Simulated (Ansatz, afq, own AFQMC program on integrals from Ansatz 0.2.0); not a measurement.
# CHSi (quartet): AFQMC on the coupled-cluster ladder, cc-pVDZ, part 2 of 2

Ansatz 0.2.0, Gaussian basis, and an in-house AFQMC program (afq) on its integrals; all values are calculated; cc-pVDZ, frozen cores.

**14. CCSD(T) on UHF**

Contents of in.yaml:

```yaml
crystal:
  periodic: [false, false, false]
  atoms:
    - {symbol: Si, position_ang: [0.000000, -0.083231, 0.527232]}
    - {symbol: C, position_ang: [0.000000, 0.076222, -1.305753]}
    - {symbol: H, position_ang: [0.000000, 1.410897, 0.868536]}
basis:
  gaussian: {orbitals: cc-pVDZ}
magnetization: {spin_polarized: true, initial_magnetization: 3}
correlation: {method: ccsd_t, electrons: outside_noble_gas, hamiltonian_folder: ham}
```

Started as:

```console
ansatz run in.yaml --threads 1 --pin off --events-out ev --progress --plain --max-ram 16896MiB --backend cuda --devices 0, --max-vram 18GiB
```

Standard output, cut to the lines that bear on the results:

```text
Functional definition: HF
  name "HF"
  cite "Fock, Z. Phys. 61, 126 (1930) doi:10.1007/BF01340294"
  parent pbe
[...]
361 factors; integrals over basis functions are off by at most 1.1e-3 eV
[...]
mean field -8903.37790653 eV, -327.1931031388 hartree, gradient 6.4e-6 eV, S^2 3.943197; 12 other end points of the search recorded, 0 dependent functions left out
[...]
6 core orbitals not correlated: weight in the atoms' cores, before any rotation towards them, 1.000 or more for the frozen orbitals, at most 0.000 for the correlated occupied ones
reference -8903.34931712 eV, -327.1920524973 hartree; 6, 3 occupied and 25, 28 virtual orbitals, 361 factors
second order -3.76378036 eV of doubles, -0.00000000 eV of singles
cycle   1  -4.85172119 eV  change   -2.4e-6 eV  update   2.9e-6
perturbative correction -0.16822928 eV, -0.0061823119 hartree
Total energy: -8908.36926759 eV, -327.3765322744 hartree
```

Wall time 9.5 s (1 × NVIDIA H100 80GB HBM3 with 1 thread of AMD EPYC 7R13 (Zen 3), shared host); peak host memory 1.5 GiB.

From the report: ⟨S²⟩ of the determinant 3.768 (pure quartet: 3.75); correlation -5.0200 eV; T1 0.048; largest double amplitude 0.09.

This run also writes the integrals to the folder ham.

**15. CCSDT(Q) on UHF**

in.yaml: that of step 14 with these lines changed.

```diff
@@ -9,2 +9,2 @@
 magnetization: {spin_polarized: true, initial_magnetization: 3}
-correlation: {method: ccsd_t, electrons: outside_noble_gas, hamiltonian_folder: ham}
+correlation: {method: ccsdt_q, electrons: outside_noble_gas}
```

Same command.

Standard output, cut to the lines that bear on the results:

```text
Functional definition: HF
  name "HF"
  cite "Fock, Z. Phys. 61, 126 (1930) doi:10.1007/BF01340294"
  parent pbe
[...]
699 factors; integrals over basis functions are off by at most 2.3e-7 eV
[...]
mean field -8903.37795826 eV, -327.1931050398 hartree, gradient 6.5e-6 eV, S^2 3.943203; 12 other end points of the search recorded, 0 dependent functions left out
[...]
reference -8903.34936707 eV, -327.1920543329 hartree; 6, 3 occupied and 25, 28 virtual orbitals, 699 factors
second order -3.76380297 eV of doubles, -0.00000000 eV of singles
cycle   1  -4.43699039 eV  change   -6.7e-1 eV  update   8.7e-2
[...]
cycle  25  -5.07428881 eV  change    6.7e-7 eV  update   2.0e-7
perturbative correction -0.01268460 eV, -0.0004661505 hartree
Total energy: -8908.43634048 eV, -327.3789971576 hartree
```

It took 14 s on 1 × NVIDIA H100 80GB HBM3 with 1 thread of AMD EPYC 7R13 (Zen 3), shared host; peak host memory 1.5 GiB.

From the report: ⟨S²⟩ of the determinant 3.768 (pure quartet: 3.75); correlation -5.0870 eV; T1 0.056; largest double amplitude 0.13.

**16. CCSDTQ on UHF**

in.yaml: that of step 15 with these lines changed.

```diff
@@ -9,2 +9,2 @@
 magnetization: {spin_polarized: true, initial_magnetization: 3}
-correlation: {method: ccsdt_q, electrons: outside_noble_gas}
+correlation: {method: ccsdtq, electrons: outside_noble_gas}
```

The command is unchanged.

Standard output, cut to the lines that bear on the results:

```text
Functional definition: HF
  name "HF"
  cite "Fock, Z. Phys. 61, 126 (1930) doi:10.1007/BF01340294"
  parent pbe
[...]
699 factors; integrals over basis functions are off by at most 2.3e-7 eV
[...]
mean field -8903.37795826 eV, -327.1931050398 hartree, gradient 6.5e-6 eV, S^2 3.943203; 12 other end points of the search recorded, 0 dependent functions left out
[...]
6 core orbitals not correlated: weight in the atoms' cores, before any rotation towards them, 1.000 or more for the frozen orbitals, at most 0.000 for the correlated occupied ones
reference -8903.34936707 eV, -327.1920543329 hartree; 6, 3 occupied and 25, 28 virtual orbitals, 699 factors
second order -3.76380297 eV of doubles, -0.00000000 eV of singles
cycle   1  -4.43699039 eV  change   -6.7e-1 eV  update   8.7e-2
[...]
cycle  23  -5.08727102 eV  change    4.0e-7 eV  update   9.6e-7
Total energy: -8908.43663809 eV, -327.3790080945 hartree
```

Wall time 65 s (1 × NVIDIA H100 80GB HBM3 with 1 thread of AMD EPYC 7R13 (Zen 3), shared host); peak host memory 1.5 GiB.

From the report: ⟨S²⟩ of the determinant 3.768 (pure quartet: 3.75); correlation -5.0873 eV; T1 0.057; largest double amplitude 0.13.

**17. CCSD(T) on UHF**

in.yaml: that of step 16 with these lines changed.

```diff
@@ -7,4 +7,4 @@
 basis:
-  gaussian: {orbitals: cc-pVDZ}
+  gaussian: {orbitals: def2-TZVPP}
 magnetization: {spin_polarized: true, initial_magnetization: 3}
-correlation: {method: ccsdtq, electrons: outside_noble_gas}
+correlation: {method: ccsd_t, electrons: outside_noble_gas}
```

Same command.

Standard output, cut to the lines that bear on the results:

```text
Functional definition: HF
  name "HF"
  cite "Fock, Z. Phys. 61, 126 (1930) doi:10.1007/BF01340294"
  parent pbe
[...]
520 factors; integrals over basis functions are off by at most 1.3e-3 eV
[...]
mean field -8903.86715499 eV, -327.2110826878 hartree, gradient 3.9e-6 eV, S^2 3.986183; 11 other end points of the search recorded, 0 dependent functions left out
[...]
reference -8903.86715499 eV, -327.2110826878 hartree; 6, 3 occupied and 75, 78 virtual orbitals, 520 factors
second order -4.48624255 eV of doubles, -0.00000000 eV of singles
cycle   1  -5.65101636 eV  change   -4.3e-1 eV  update   2.7e-2
[...]
cycle  14  -5.71290589 eV  change    4.0e-6 eV  update   9.6e-6
perturbative correction -0.27237646 eV, -0.0100096504 hartree
Total energy: -8909.85243734 eV, -327.4310377573 hartree
```

It took 14 s on 1 × NVIDIA H100 80GB HBM3 with 1 thread of AMD EPYC 7R13 (Zen 3), shared host; peak host memory 1.5 GiB.

From the report: ⟨S²⟩ of the determinant 3.986 (pure quartet: 3.75); correlation -5.9853 eV; T1 0.093; largest double amplitude 0.08.

**18. Phaseless AFQMC, CISD trial on UHF**

It reads the integrals that the CCSD(T) run on this determinant wrote.

Started as:

```console
afq ham --method phaseless --trial cisd --walkers 4000 --populations 20 --least-time 60 --time-step 0.005 --steps-per-block 50 --equilibration-blocks 28 --max-blocks 4000 --target-error 0.00018 --factor-cut 1e-05 --start spin_pure --seed 9079 --release-times 0.24,0.51,0.99,1.62,2.4 --release-step 0.03 --release-every 3 --taylor-order 6
```

Standard output:

```text
orbitals 31  electrons 6 3  factors 228 of 361
reference energy -327.19205250 Eh
CCSD correlation -0.17829767 Eh in 15 cycles, weight of the determinant in the CISD state 0.8448
energy of the start -327.370009 Eh
 block  time / (1/Eh)  mean weight  energy / Eh
     1     0.250  0.9997  -327.368323
     2     0.500  1.0000  -327.369272
     3     0.750  0.9998  -327.370658
     4     1.000  0.9999  -327.372061
     5     1.250  1.0000  -327.372910
     6     1.500  1.0000  -327.373840
     7     1.750  1.0001  -327.374666
     8     2.000  1.0000  -327.375216
     9     2.250  1.0000  -327.375587
    10     2.500  0.9999  -327.375793
    11     2.750  1.0000  -327.376141
    12     3.000  0.9997  -327.376596
    13     3.250  0.9998  -327.376483
    14     3.500  1.0002  -327.376821
    15     3.750  1.0000  -327.376854
    16     4.000  1.0001  -327.376859
    17     4.250  1.0000  -327.376961
    18     4.500  0.9999  -327.376526
    19     4.750  1.0001  -327.376847
    20     5.000  1.0001  -327.376936
    21     5.250  0.9999  -327.377572
    22     5.500  1.0000  -327.377295
    23     5.750  1.0000  -327.377399
    24     6.000  0.9998  -327.376689
    25     6.250  1.0002  -327.376634
    26     6.500  1.0001  -327.376653
    27     6.750  1.0003  -327.377449
    28     7.000  1.0001  -327.377013
    29     7.250  1.0001  -327.377418
    30     7.500  0.9997  -327.377217
    31     7.750  0.9999  -327.377679
    32     8.000  0.9999  -327.377741
    33     8.250  1.0001  -327.378147
    34     8.500  0.9999  -327.378132
    35     8.750  1.0001  -327.378387
    36     9.000  0.9999  -327.378506
    37     9.250  1.0000  -327.377763
    38     9.500  1.0000  -327.378009
    39     9.750  1.0003  -327.377476
    40    10.000  1.0001  -327.377393
    41    10.250  1.0002  -327.377863
    42    10.500  1.0001  -327.378120
    43    10.750  0.9998  -327.377853
    44    11.000  0.9998  -327.377921
    45    11.250  1.0000  -327.377801
    46    11.500  0.9998  -327.377569
    47    11.750  0.9998  -327.377192
    48    12.000  1.0001  -327.377046
    49    12.250  1.0002  -327.377234
    50    12.500  0.9998  -327.377544
    51    12.750  0.9999  -327.376739
    52    13.000  0.9998  -327.377675
    53    13.250  0.9998  -327.377978
    54    13.500  1.0001  -327.378191
    55    13.750  1.0002  -327.378265
    56    14.000  1.0001  -327.378573
    57    14.250  1.0000  -327.378424
    58    14.500  1.0000  -327.377698
    59    14.750  1.0002  -327.378168
    60    15.000  0.9998  -327.378355
    61    15.250  1.0001  -327.378484
    62    15.500  1.0000  -327.377956
    63    15.750  1.0000  -327.378158
    64    16.000  1.0003  -327.378512
    65    16.250  1.0001  -327.378224
    66    16.500  0.9997  -327.378275
    67    16.750  0.9999  -327.378442
    68    17.000  1.0000  -327.377753
    69    17.250  0.9999  -327.378140
    70    17.500  0.9998  -327.378269
    71    17.750  0.9998  -327.377879
    72    18.000  0.9998  -327.378014
    73    18.250  1.0000  -327.378237
    74    18.500  0.9999  -327.378434
    75    18.750  1.0000  -327.379056
    76    19.000  1.0000  -327.378411
    77    19.250  0.9999  -327.379483
    78    19.500  0.9999  -327.377930
error from the spread of 20 populations
released: time / (1/Eh)  energy / Eh  error  mean overlap
  0.24  -327.378261  0.000101  0.9971
  0.51  -327.378383  0.000092  0.9946
  0.99  -327.378430  0.000087  0.9984
  1.62  -327.378572  0.000126  0.9967
  2.40  -327.378567  0.000134  1.0012
energy -327.377995 +/- 0.000122 Eh
```

Wall time 48 s (1 × NVIDIA H100 80GB HBM3 with 2 threads of AMD EPYC 7R13 (Zen 3), shared host); peak host memory 1.6 GiB.

Energy -8908.4091 ± 0.0033 eV. Caveats: constraint bias not in the error.

**19. Phaseless AFQMC, single-determinant trial on UHF**

It reads the integrals that the CCSD(T) run on this determinant wrote.

Started as:

```console
afq ham --method phaseless --trial hf --walkers 4000 --populations 20 --least-time 40 --time-step 0.005 --steps-per-block 20 --equilibration-blocks 112 --max-blocks 4000 --target-error 0.0009000000000000001 --factor-cut 1e-05 --start spin_pure --seed 1899 --taylor-order 6
```

Standard output:

```text
orbitals 31  electrons 6 3  factors 228 of 361
reference energy -327.19205250 Eh
CCSD correlation -0.17829767 Eh in 15 cycles, weight of the determinant in the CISD state 0.8448
energy of the start -327.192386 Eh
 block  time / (1/Eh)  mean weight  energy / Eh
     1     0.100  1.0008  -327.221282
     2     0.200  1.0008  -327.245075
     3     0.300  1.0010  -327.264081
     4     0.400  1.0009  -327.280423
     5     0.500  1.0011  -327.292819
     6     0.600  1.0007  -327.303370
     7     0.700  1.0008  -327.313390
     8     0.800  1.0006  -327.319581
     9     0.900  1.0002  -327.325140
    10     1.000  1.0004  -327.331713
    13     1.300  1.0002  -327.345168
    17     1.700  1.0001  -327.356756
    21     2.100  1.0001  -327.359042
    25     2.500  1.0001  -327.364001
    29     2.900  1.0001  -327.366329
    33     3.300  0.9998  -327.367377
    37     3.700  1.0001  -327.369150
    41     4.100  0.9999  -327.366416
    45     4.500  1.0001  -327.369107
    49     4.900  1.0001  -327.368612
    53     5.300  0.9998  -327.371332
    57     5.700  1.0001  -327.371097
    61     6.100  1.0001  -327.377008
    65     6.500  0.9999  -327.376021
    69     6.900  0.9998  -327.377669
    73     7.300  0.9998  -327.376892
    77     7.700  0.9999  -327.377865
    81     8.100  1.0001  -327.375185
    85     8.500  1.0000  -327.373229
    89     8.900  1.0001  -327.377466
    93     9.300  0.9999  -327.376689
    97     9.700  1.0001  -327.376545
   101    10.100  1.0000  -327.375062
   105    10.500  1.0002  -327.378081
   109    10.900  0.9997  -327.376056
   113    11.300  0.9998  -327.374038
   117    11.700  1.0000  -327.373170
   121    12.100  0.9999  -327.373231
   125    12.500  1.0000  -327.372321
   129    12.900  1.0001  -327.374841
   133    13.300  0.9999  -327.375169
   137    13.700  1.0001  -327.373174
   141    14.100  1.0001  -327.378847
   145    14.500  0.9997  -327.378484
   149    14.900  0.9999  -327.379449
   153    15.300  1.0000  -327.378935
   157    15.700  0.9997  -327.373035
   161    16.100  0.9999  -327.372750
   165    16.500  1.0002  -327.375370
   169    16.900  1.0001  -327.375708
   173    17.300  0.9999  -327.375787
   177    17.700  1.0002  -327.378097
   181    18.100  1.0000  -327.379806
   185    18.500  0.9999  -327.378131
   189    18.900  1.0001  -327.382611
error from the spread of 20 populations
energy -327.376597 +/- 0.000845 Eh
```

Wall time 31 s (1 × NVIDIA H100 80GB HBM3 with 2 threads of AMD EPYC 7R13 (Zen 3), shared host); peak host memory 1.6 GiB.

Energy -8908.3710 ± 0.0230 eV. Caveats: constraint bias not in the error.

**20. Free-projection AFQMC, CISD trial on UHF**

It reads the integrals that the CCSD(T) run on this determinant wrote.

Started as:

```console
afq ham --method free --trial cisd --walkers 4000 --time-step 0.03 --max-blocks 4000 --target-error 0.00036 --factor-cut 1e-05 --seed 4576 --times 0,0.3,0.6,1.2,1.8,2.4,3.6,4.8,6 --taylor-order 8
```

Standard output:

```text
orbitals 31  electrons 6 3  factors 228 of 361
reference energy -327.19205250 Eh
CCSD correlation -0.17829767 Eh in 15 cycles, weight of the determinant in the CISD state 0.8448
repeat  energy at the last time / Eh  error
    10  -327.379228  0.000332
    20  -327.378791  0.000257
    30  -327.378809  0.000187
time / (1/Eh)  energy / Eh  error  mean overlap
  0.00  -327.370364  0.000020  1.1837
  0.30  -327.374116  0.000031  1.1836
  0.60  -327.375870  0.000041  1.1846
  1.20  -327.377393  0.000051  1.1877
  1.80  -327.377972  0.000057  1.1904
  2.40  -327.378160  0.000055  1.1976
  3.60  -327.378616  0.000085  1.1989
  4.80  -327.378724  0.000111  1.2065
  6.00  -327.378784  0.000182  1.2161
energy -327.378784 +/- 0.000182 Eh
```

It took 55 s on 1 × NVIDIA H100 80GB HBM3 with 2 threads of AMD EPYC 7R13 (Zen 3), shared host; peak host memory 1.6 GiB.

Energy -8908.4305 ± 0.0050 eV. Caveats: remainder of the start not in the error.

**21. All levels side by side**

On the ROHF determinant, counted from CCSDTQ (a yardstick, not exact):

```
                                                              level  energy (eV)  from CCSDTQ (meV)  statistical error (meV)  time
                                                                 HF   -8903.2640            +5171.8                               
                                                                MP2   -8907.0863            +1349.5                               
                                                               CCSD   -8908.1975             +238.3                               
                                                            CCSD(T)   -8908.3679              +67.9                               
                                                           CCSDT(Q)   -8908.4348               +1.0                               
                                                             CCSDTQ   -8908.4358                0.0                               
              Phaseless AFQMC, CISD trial, step 0.005, 4000 walkers   -8908.4063              +29.4                      4.0  46 s
Phaseless AFQMC, single-determinant trial, step 0.005, 4000 walkers   -8908.3593              +76.5                     23.2  36 s
         Free-projection AFQMC, CISD trial, step 0.03, 4000 walkers   -8908.4303               +5.5                      5.0  48 s
```

On the UHF determinant, counted from CCSDTQ (a yardstick, not exact):

```
                                                              level  energy (eV)  from CCSDTQ (meV)  statistical error (meV)  time
                                                                 HF   -8903.3493            +5087.3                               
                                                                MP2   -8907.1131            +1323.5                               
                                                               CCSD   -8908.2010             +235.6                               
                                                            CCSD(T)   -8908.3693              +67.4                               
                                                           CCSDT(Q)   -8908.4363               +0.3                               
                                                             CCSDTQ   -8908.4366                0.0                               
              Phaseless AFQMC, CISD trial, step 0.005, 4000 walkers   -8908.4091              +27.6                      3.3  48 s
Phaseless AFQMC, single-determinant trial, step 0.005, 4000 walkers   -8908.3710              +65.6                     23.0  31 s
         Free-projection AFQMC, CISD trial, step 0.03, 4000 walkers   -8908.4305               +6.1                      5.0  55 s
```

The functionals' totals stand on their own zeros and serve differences with other points: PBE -8918.330 eV; r2SCAN -8922.518 eV; PBE0 -8919.151 eV; B3LYP -8924.376 eV; wB97M-V -8922.825 eV; B2PLYP -8919.231 eV.

**22. What came out**

The summary covers parts 1 to 2.

```
                                                     quantity             value
                                  CCSD(T) on ROHF from CCSDTQ         +67.9 meV
              Phaseless AFQMC, CISD trial on ROHF from CCSDTQ   +29.4 ± 4.0 meV
Phaseless AFQMC, single-determinant trial on ROHF from CCSDTQ  +76.5 ± 23.2 meV
        Free-projection AFQMC, CISD trial on ROHF from CCSDTQ    +5.5 ± 5.0 meV
                                   CCSD(T) on UHF from CCSDTQ         +67.4 meV
               Phaseless AFQMC, CISD trial on UHF from CCSDTQ   +27.6 ± 3.3 meV
 Phaseless AFQMC, single-determinant trial on UHF from CCSDTQ  +65.6 ± 23.0 meV
         Free-projection AFQMC, CISD trial on UHF from CCSDTQ    +6.1 ± 5.0 meV
```

In words: On ROHF the phaseless walk with the CISD trial lies +29.4 meV from CCSDTQ, 7 times its error bar. Free projection has no constraint; at the last time it gives +5.5 ± 5.0 meV. On UHF the phaseless walk with the CISD trial lies +27.6 meV from CCSDTQ, 8 times its error bar. Free projection has no constraint; at the last time it gives +6.1 ± 5.0 meV, and from a start that isn't spin pure other spins can mix in. Error bars are statistical and leave out the constraint, the time step and what remains of the start.
